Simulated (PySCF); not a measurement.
# Stretching AlN⁺

Set-up: basis Al pcseg-1, N pcseg-1; no relativity; PySCF 2.14. Energies in eV from Al⁺ + N in their ground configurations at the same level. State: ⁴Σ⁻ (quartet), unpaired electrons σ ↑, π ↑↑.

All columns are PBE0. A positive dipole points towards N; it is taken about the centre of mass and depends on that origin.

```json
{"R (Å)": "1.865", "E (eV)": "-0.080", "μ (D)": "-3.08", "Mulliken charge on Al (basis-dependent)": "1.03", "HOMO (eV)": "-14.51", "LUMO (eV)": "-10.67", "Mayer bond order": "1.06", "⟨S²⟩": "3.76"}
{"R (Å)": "1.952", "E (eV)": "-0.193", "μ (D)": "-3.01", "Mulliken charge on Al (basis-dependent)": "1.03", "HOMO (eV)": "-14.50", "LUMO (eV)": "-10.60", "Mayer bond order": "0.95", "⟨S²⟩": "3.77"}
{"R (Å)": "2.039", "E (eV)": "-0.242", "μ (D)": "-2.92", "Mulliken charge on Al (basis-dependent)": "1.02", "HOMO (eV)": "-14.49", "LUMO (eV)": "-10.50", "Mayer bond order": "0.83", "⟨S²⟩": "3.77"}
{"R (Å)": "2.104", "E (eV)": "-0.255", "μ (D)": "-2.87", "Mulliken charge on Al (basis-dependent)": "1.01", "HOMO (eV)": "-14.49", "LUMO (eV)": "-10.40", "Mayer bond order": "0.73", "⟨S²⟩": "3.77"}
{"R (Å)": "2.169", "E (eV)": "-0.257", "μ (D)": "-2.83", "Mulliken charge on Al (basis-dependent)": "1.00", "HOMO (eV)": "-14.49", "LUMO (eV)": "-10.30", "Mayer bond order": "0.65", "⟨S²⟩": "3.77"}
{"R (Å)": "2.234", "E (eV)": "-0.253", "μ (D)": "-2.82", "Mulliken charge on Al (basis-dependent)": "0.99", "HOMO (eV)": "-14.50", "LUMO (eV)": "-10.18", "Mayer bond order": "0.56", "⟨S²⟩": "3.77"}
{"R (Å)": "2.321", "E (eV)": "-0.243", "μ (D)": "-2.84", "Mulliken charge on Al (basis-dependent)": "0.98", "HOMO (eV)": "-14.52", "LUMO (eV)": "-10.01", "Mayer bond order": "0.46", "⟨S²⟩": "3.77"}
{"R (Å)": "2.429", "E (eV)": "-0.228", "μ (D)": "-2.92", "Mulliken charge on Al (basis-dependent)": "0.97", "HOMO (eV)": "-14.56", "LUMO (eV)": "-9.79", "Mayer bond order": "0.36", "⟨S²⟩": "3.77"}
{"R (Å)": "2.559", "E (eV)": "-0.209", "μ (D)": "-3.10", "Mulliken charge on Al (basis-dependent)": "0.96", "HOMO (eV)": "-14.62", "LUMO (eV)": "-9.52", "Mayer bond order": "0.27", "⟨S²⟩": "3.76"}
{"R (Å)": "2.733", "E (eV)": "-0.184", "μ (D)": "-3.44", "Mulliken charge on Al (basis-dependent)": "0.96", "HOMO (eV)": "-14.69", "LUMO (eV)": "-9.18", "Mayer bond order": "0.19", "⟨S²⟩": "3.76"}
```

A fit through these points gives, at Re = 2.151 Å, μ = -2.84 D and dμ/dR = 0.502 D/Å; the reduced mass is 9.219 u.

Question: How strong is the fundamental in the double-harmonic approximation, I = 42.26·(dμ/dR)²/μred km/mol?

Answer: I = 42.26·(0.502)²/9.219 = 1.16 km/mol at PBE0.

The bond is weak. Basis-set superposition, not corrected here, can be much of De in a small basis, most of all at correlated wavefunction levels. For an ion De counts to the pair picked by the measured ionisation energies or electron affinities, which need not be the lowest pair at this level. The state was picked by a PBE0 search and need not be the measured ground state.
